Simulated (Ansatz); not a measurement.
# CH4BCl: a ladder of functionals and wavefunction methods

Aim: compute CH4BCl with functionals from several rungs and with coupled cluster, and see how far each lands from CCSD(T) at the basis-set limit for the atomisation energy.

Method: functionals in def2-TZVPP, the program's frozen cores in correlated methods; program: Ansatz 0.2.0, Gaussian basis.

Levels to be run: LDA (SPW92), PBE-D4, revPBE-D4, BLYP-D4, r2SCAN-D4, B97M-V, PBE0-D4, B3LYP-D4, r2SCANh-D4, r2SCAN0-D4, HSE06-D4, BHLYP-D4, CAM-B3LYP-D4, LC-ωPBE, ωB97X-V, ωB97M-V, B2PLYP, PBE-QIDH; CCSD(T)/def2-SVP; CCSD(T)/def2-TZVPP; MP2/def2-QZVPP; extrapolation to the limit; RPA on PBE.

## (1) Structure used throughout

All runs share one geometry, relaxed beforehand with PBE0-D4 in a triple-zeta def2 set.

SMILES `CBCl`, 7 atoms, charge 0, spin multiplicity 1.

Atoms are counted from 1 here; the program's logs count them from 0.

Bond lengths: C1–B2 1.548 Å, C1–H4 1.090 Å, C1–H5 1.097 Å, C1–H6 1.097 Å, B2–Cl3 1.750 Å, B2–H7 1.194 Å. Angles: B2–C1–H4 114.9°, B2–C1–H5 109.5°, B2–C1–H6 108.9°, H4–C1–H5 109.3°, H4–C1–H6 109.0°, H5–C1–H6 104.9°, C1–B2–Cl3 121.7°, C1–B2–H7 122.7°, Cl3–B2–H7 115.6°.

## (2) LDA

This LDA is Slater exchange with PW92 correlation.

in.yaml

```yaml
crystal:
  periodic: [false, false, false]
  atoms:
    - {symbol: C, position_ang: [-0.618498, 0.323339, -0.126777]}
    - {symbol: B, position_ang: [0.777553, -0.313909, 0.078179]}
    - {symbol: Cl, position_ang: [0.975450, -1.856932, 0.880377]}
    - {symbol: H, position_ang: [-1.454008, -0.273979, 0.237832]}
    - {symbol: H, position_ang: [-0.767479, 0.541838, -1.190977]}
    - {symbol: H, position_ang: [-0.637635, 1.302881, 0.367453]}
    - {symbol: H, position_ang: [1.785817, 0.208761, -0.291688]}
basis:
  gaussian: {orbitals: def2-TZVPP}
hamiltonian: {xc: lda}
output: {orbitals: {seedname: orbitals}}
```

Further steps of the session: PBE-D4 (GGA); revPBE-D4 (GGA); BLYP-D4 (GGA); r2SCAN-D4 (meta-GGA); B97M-V (meta-GGA); PBE0-D4 (hybrid); B3LYP-D4 (hybrid); r2SCANh-D4 (hybrid); r2SCAN0-D4 (hybrid); HSE06-D4 (hybrid); BHLYP-D4 (hybrid); CAM-B3LYP-D4 (range-separated); LC-ωPBE-D4 (range-separated); ωB97X-V (range-separated); ωB97M-V (range-separated); B2PLYP (double hybrid); PBE-QIDH (double hybrid); CCSD(T) in def2-SVP; CCSD(T) in def2-TZVPP; MP2 in def2-QZVPP; RPA on PBE orbitals.

Before running them: what should the planned runs give, taken together? Wanted: atomisation energy, CCSD(T)/CBS; farthest beyond LDA; mean size of error, GGA; mean size of error, meta-GGA; mean size of error, hybrid; mean size of error, range-separated; mean size of error, double hybrid; gap, smallest and largest; T1 diagnostic.

The runs gave:

| quantity | value |
| --- | --- |
| atomisation energy, CCSD(T)/CBS | 605.7 kcal/mol |
| functionals within 3.0 kcal/mol (0.5 %) | revPBE-D4, BLYP-D4, B3LYP-D4, r2SCAN0-D4, LC-ωPBE, B2PLYP |
| farthest beyond LDA | PBE-D4 (+11.7 kcal/mol) |
| mean size of error, GGA | 4.8 kcal/mol |
| mean size of error, meta-GGA | 7.6 kcal/mol |
| mean size of error, hybrid | 5.1 kcal/mol |
| mean size of error, range-separated | 3.6 kcal/mol |
| mean size of error, double hybrid | 2.7 kcal/mol |
| gap, smallest and largest | 4.70 eV (LDA (SPW92)), 12.38 eV (LC-ωPBE) |
| T1 diagnostic | 0.0108 |
| triples share of the correlation energy | 3.8 % |

What this shows: LDA overbinds by 77.8 kcal/mol (13 %). PBE-D4 misses by +11.7 kcal/mol. Double hybrids carry the basis error of their MP2 part in triple zeta, and no dispersion term here, so their miss is partly the set-up's. Taken by rung, double hybrid functionals do best (2.7 kcal/mol on average) and meta-GGA ones worst beyond LDA (7.6 kcal/mol). The gap between the best rungs is small, so their order is not settled. The reference freezes the cores and leaves out relativity and excitations past (T), so misses under about 3.0 kcal/mol can't be ranked. Hartree-Fock recovers 79 % of the binding; the rest is correlation. CCSD(T) in def2-SVP is off by -22.5 kcal/mol, more than most functionals: a good method in a small basis is no reference. The gap grows from 4.7 to 12.4 eV across the functionals, mostly with the share of exact exchange.
